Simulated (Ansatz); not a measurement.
Born–Oppenheimer molecular dynamics of CH7Al (9 atoms, charge 0, multiplicity 1). It starts from a rough guess of a transition structure, not a stationary point.

All numbers below come from UKS B3LYP-D4/def2-SVP (Ansatz).

| Quantity | Value |
| --- | --- |
| ensemble | NVE (velocity Verlet) |
| time step | 0.5 fs |
| steps asked | 150 |
| starting velocities drawn for | 100 K |
| seed | 887356 |

First frame:

```xyz
9
Properties=species:S:1:pos:R:3
Al -1.132 0.325 -0.383
H -0.941 -0.832 1.239
H -1.743 -0.364 -1.619
H -1.530 1.798 -0.172
H -0.122 -0.540 0.762
C 1.054 -0.133 0.113
H 1.595 0.360 0.924
H 1.544 -1.092 -0.077
H 1.275 0.479 -0.787
```

Q: How far do the bonds stretch over the last three quarters of this one trajectory? (Pairs bonded in most of those frames.)

A: 
```csv
bond,mean (Å),spread (Å),shortest,longest
Al1–H2,1.627,0.121,1.43,1.80
Al1–H3,1.606,0.056,1.51,1.69
Al1–H4,1.604,0.051,1.52,1.68
H5–C6,1.111,0.029,1.06,1.18
C6–H7,1.105,0.017,1.08,1.14
C6–H8,1.102,0.019,1.07,1.13
C6–H9,1.103,0.022,1.07,1.14
```

Mean temperature of the second half: 1595 K. The conserved energy stayed within 0.32 meV per atom of its start (net change 0.017 meV per atom), so the integration is sound. The system heated up, since it started high on the potential surface and ran downhill. A run of 0.075 ps of so small a system gives no equilibrium averages. The orbitals stay closed-shell, which can raise the energy where a bond breaks towards radicals; this wasn't checked here.

Time of the run: 4.9 min on 1 CPU thread of a shared host.
